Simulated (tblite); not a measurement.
C₅H₈Cl (doublet state).
Atom-mapped SMILES: `[CH3:1][CH:2]([CH3:3])/[C:4]=[CH:5]\[Cl:6]` (hydrogens: H7, H8, H9 on C1; H10 on C2; H11, H12, H13 on C3; H14 on C5)

A start from a force field or distance geometry was refined with GFN2-xTB geometry optimisation, gas phase (tblite 0.8.0). Values at the start:

| coordinate | start |
| --- | --- |
| C1–C2 | 1.531 Å |
| C1–H7 | 1.095 Å |
| C2–C4 | 1.478 Å |
| C2–H10 | 1.088 Å |
| C4=C5 | 1.295 Å |
| C5–Cl6 | 1.694 Å |
| C5–H14 | 1.090 Å |
| C1–C2–C3 | 111.0° |
| C1–C2–C4 | 109.7° |
| C2–C4–C5 | 178.8° |
| C4–C5–Cl6 | 118.6° |

Problem. How do these coordinates change at the GFN2-xTB level?

Solution. 
| coordinate | GFN2-xTB (Å or °) | change |
| --- | --- | --- |
| C5–Cl6 | 1.839 | +0.145 |
| C2–C4 | 1.453 | -0.025 |
| C4=C5 | 1.272 | -0.023 |
| C5–H14 | 1.073 | -0.017 |
| C2–H10 | 1.099 | +0.011 |
| C1–H7 | 1.087 | -0.008 |
| C1–C2 | 1.535 | +0.004 |
| C2–C4–C5 | 148.7 | -30.1 |
| C4–C5–Cl6 | 122.4 | +3.8 |
| C1–C2–C3 | 111.4 | +0.4 |
| C1–C2–C4 | 110.1 | +0.4 |

The energy falls by 32.6 kJ/mol over 57 L-BFGS steps, the largest force on an atom goes from 2.39 to 0.007 eV/Å, and the atoms move by 0.289 Å rms after alignment. The bond that changes most is C5–Cl6 (ends: carbon bonded to C, Cl and H; chlorine bonded to C), which lengthens by 0.145 Å. Bonds longer at the end by more than 0.005 Å: 3 of 13; shorter: 7. Rotational constants go from 5589, 1334, 1276 to 4645, 1574, 1572 MHz.

Its GFN2-xTB frequencies are all real (lowest 26 cm⁻¹). 3 starts were optimised and ended at 0.00, 0.40 and 0.61 kcal/mol (GFN2-xTB); the lowest of these is shown.

Conformer computed: `[CH3:1][CH:2]([CH3:3])/[C:4]=[CH:5]\[Cl:6]`: C1–C2–C4–C5 -62°.

One conformer stands for the species.
